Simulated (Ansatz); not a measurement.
# CH6ClSi: the cost of one run

All numbers below are computed with Ansatz 0.2.0 (UKS PBE0/def2-SVP).

## (1) The structure to begin with

Bond lengths: Cl1–Si2 2.446 Å, Si2–C3 1.893 Å, Si2–H5 1.455 Å, Si2–H6 1.454 Å, C3–H7 1.087 Å, C3–H8 1.087 Å, C3–H9 1.087 Å. Angles: Cl1–Si2–C3 100.8°, Cl1–Si2–H5 102.7°, Cl1–Si2–H6 106.2°, C3–Si2–H5 115.3°, C3–Si2–H6 114.9°, H5–Si2–H6 114.5°, Si2–C3–H7 111.0°, Si2–C3–H8 111.3°, Si2–C3–H9 111.5°, H7–C3–H8 107.4°, H7–C3–H9 107.7°, H8–C3–H9 107.7°.

As a file:

```xyz
9

Cl    1.0884    0.3445    1.8086
Si   -0.3187   -0.8533    0.2063
C    -0.4164    0.4134   -1.1969
H     2.0665    1.2116    2.8398
H     0.4665   -2.0439   -0.0829
H    -1.5774   -1.1110    0.8862
H    -1.0455    1.2548   -0.9187
H     0.5667    0.8087   -1.4407
H    -0.8303   -0.0248   -2.1017
```

## (2) Pulling towards end A

Springs on the bonds that form and break draw the guess towards this end; the thresholds are loose.

The input, input.yaml:

```yaml
crystal:
  periodic: [false, false, false]
  atoms:
    - { symbol: Cl, position_ang: [1.0884, 0.3445, 1.8086] }
    - { symbol: Si, position_ang: [-0.3187, -0.8533, 0.2063] }
    - { symbol: C, position_ang: [-0.4164, 0.4134, -1.1969] }
    - { symbol: H, position_ang: [2.0665, 1.2116, 2.8398] }
    - { symbol: H, position_ang: [0.4665, -2.0439, -0.0829] }
    - { symbol: H, position_ang: [-1.5774, -1.111, 0.8862] }
    - { symbol: H, position_ang: [-1.0455, 1.2548, -0.9187] }
    - { symbol: H, position_ang: [0.5667, 0.8087, -1.4407] }
    - { symbol: H, position_ang: [-0.8303, -0.0248, -2.1017] }
magnetization:
  spin_polarized: true
  initial_magnetization: 1
basis:
  gaussian: { orbitals: def2-SVP }
hamiltonian:
  xc: pbe0
relax:
  f_tol: 0.15
  max_steps: 25
  restrain:
    - { distance: [0, 3], at: 2.63, k: 30.0 }
    - { distance: [1, 0], at: 2.13, k: 30.0 }
```

Started as:

```sh
ansatz run input.yaml --threads 2 --pin off --max-ram 3072MiB --backend cpu --events-out ev --progress --plain --runs-dir out
```

**Question.** How long does this run take on 2 threads of Intel Xeon Platinum 8488C (Sapphire Rapids), shared host, and how much memory does it need?

About 13 s, with a peak of 0.22 GiB.
